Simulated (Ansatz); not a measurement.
Ansatz (an electronic-structure program) input:

Ansatz 0.2 input:
```yaml
crystal:
  periodic: [false, false, false]
  atoms:
    - {symbol: O, position_ang: [-0.00967373, 0.04563775, 1.10330363]}
    - {symbol: C, position_ang: [0.00178170, 1.15541318, 0.29161270]}
    - {symbol: C, position_ang: [-0.00658038, -1.04837760, 0.29156764]}
    - {symbol: C, position_ang: [0.01154327, 0.72839088, -0.98368653]}
    - {symbol: C, position_ang: [0.00648472, -0.69033507, -1.02009325]}
    - {symbol: H, position_ang: [0.00104465, 2.11115768, 0.78054654]}
    - {symbol: H, position_ang: [-0.01464815, -2.00173065, 0.79019247]}
    - {symbol: H, position_ang: [0.01161747, -1.34507735, -1.87357137]}
basis:
  gaussian:
    orbitals: def2-TZVP
hamiltonian:
  xc: b3lyp
  dispersion: d3bj
magnetization: {spin_polarized: true, initial_magnetization: 1}
phonons: {temperatures: {t_min: 298.15, t_max: 298.15, t_step: 100}}
```

Question: Predict the final energy.

Answer: -229.42439 Eh (B3LYP-D3(BJ)/def2-TZVP). The basis has 173 functions.

It need not be the lowest isomer of its formula.
